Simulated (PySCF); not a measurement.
Protons, H atoms and electrons added to or taken from C[SiH3]. Gas-phase values, no solvent. Strings in code marks are SMILES.

All values below come from PBE-D3(BJ)/def2-TZVP // r2SCAN-D4/def2-TZVP in PySCF 2.14.0. 

| species | dipole moment (D) |
|---|---|
| neutral parent (`C[SiH3]`) | 0.86 |
| H atom removed from C1 (`[CH2][SiH3]`) | 0.67 |
| H atom removed from Si2 (`C[SiH2]`) | 0.97 |
